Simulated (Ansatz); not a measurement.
A nudged elastic band was laid between two geometries of CH7NSi (10 atoms, charge 0, multiplicity 1).

Computed with RKS PBE-D4/def2-SVP (Ansatz 0.2.0).

```yaml
movable_images: 7
climbing_image: yes
spring: 5.0 eV/Å²
optimiser: quadratic models (default)
start_path: through a guess of the saddle point
force_threshold: 0.05 eV/Å
iteration_limit: 60
end_points: relaxed
```

First end point:

```xyz
10
Properties=species:S:1:pos:R:3
Si 0.374 0.063 -0.047
C 0.791 0.040 1.802
H -0.123 -0.064 2.422
H 1.460 -0.814 2.038
H 1.310 0.972 2.110
H 1.661 0.189 -0.821
N -0.676 1.342 -0.616
H -1.655 1.336 -0.314
H -0.320 2.303 -0.605
H -0.305 -1.238 -0.392
```

Last end point:

```xyz
10
Properties=species:S:1:pos:R:3
Si -0.046 0.118 -1.349
C 1.327 -0.135 1.884
H 0.503 -0.862 2.019
H 2.025 -0.199 2.740
H 0.908 0.886 1.813
H 1.874 -0.369 0.949
N -0.861 1.529 -0.750
H -1.664 1.555 -0.115
H -0.557 2.473 -1.007
H -0.990 -0.868 -0.607
```

(1) What changes between the two ends?

(2) What energy profile does the band end with?

(3) What is the geometry of the highest image?

Answers

(1) Bonds broken: Si1–C2, Si1–H6. Bonds formed: C2–H6. CH7NSi becomes CH4 + H3NSi.

(2) The run converged. The highest image is number 4 of 0 to 8, 269.9 kJ/mol above the first end and 142.8 kJ/mol above the last; the last end lies 127.1 kJ/mol above the first. Beside the main top the profile has a ripple of under 15 meV (maxima at images 1, 4), which may be a very shallow well or noise. Neighbouring images differ by up to 2.6 eV, so the band resolves the path poorly. A vibrational analysis at the climbing image gives one clearly imaginary mode, 1127i cm⁻¹: a first-order saddle point. The orbitals stay closed-shell, which can raise the energy where a bond breaks towards radicals; this wasn't checked here.

```json
{"image": "0", "path coordinate (Å)": "0.00", "energy (kJ/mol)": "0.0", "Si1–C2 (Å)": "1.90", "Si1–H6 (Å)": "1.51", "C2–H6 (Å)": "2.77"}
{"image": "1", "path coordinate (Å)": "1.09", "energy (kJ/mol)": "5.4", "Si1–C2 (Å)": "1.90", "Si1–H6 (Å)": "1.51", "C2–H6 (Å)": "2.81"}
{"image": "2", "path coordinate (Å)": "2.17", "energy (kJ/mol)": "4.7", "Si1–C2 (Å)": "1.90", "Si1–H6 (Å)": "1.51", "C2–H6 (Å)": "2.83"}
{"image": "3", "path coordinate (Å)": "3.26", "energy (kJ/mol)": "15.9", "Si1–C2 (Å)": "1.88", "Si1–H6 (Å)": "1.49", "C2–H6 (Å)": "2.55"}
{"image": "4", "path coordinate (Å)": "4.34", "energy (kJ/mol)": "269.9", "Si1–C2 (Å)": "2.29", "Si1–H6 (Å)": "1.53", "C2–H6 (Å)": "1.60"}
{"image": "5", "path coordinate (Å)": "5.15", "energy (kJ/mol)": "146.7", "Si1–C2 (Å)": "2.84", "Si1–H6 (Å)": "2.04", "C2–H6 (Å)": "1.14"}
{"image": "6", "path coordinate (Å)": "5.95", "energy (kJ/mol)": "128.2", "Si1–C2 (Å)": "3.35", "Si1–H6 (Å)": "2.59", "C2–H6 (Å)": "1.11"}
{"image": "7", "path coordinate (Å)": "6.76", "energy (kJ/mol)": "127.0", "Si1–C2 (Å)": "3.53", "Si1–H6 (Å)": "2.97", "C2–H6 (Å)": "1.11"}
{"image": "8", "path coordinate (Å)": "7.56", "energy (kJ/mol)": "127.1", "Si1–C2 (Å)": "3.52", "Si1–H6 (Å)": "3.03", "C2–H6 (Å)": "1.11"}
```

(3) 
```xyz
10
Properties=species:S:1:pos:R:3
Si 0.169 -0.028 -0.495
C 0.884 -0.096 1.675
H 0.791 -1.128 2.062
H 1.868 0.341 1.935
H 0.085 0.561 2.067
H 1.503 -0.253 0.210
N -0.426 1.605 -0.524
H -1.237 1.927 0.010
H -0.234 2.207 -1.324
H -0.882 -1.006 -0.040
```

The run took 9.4 min on 1 thread of Arm Neoverse V1 (shared host), peak memory 0.1 GiB.
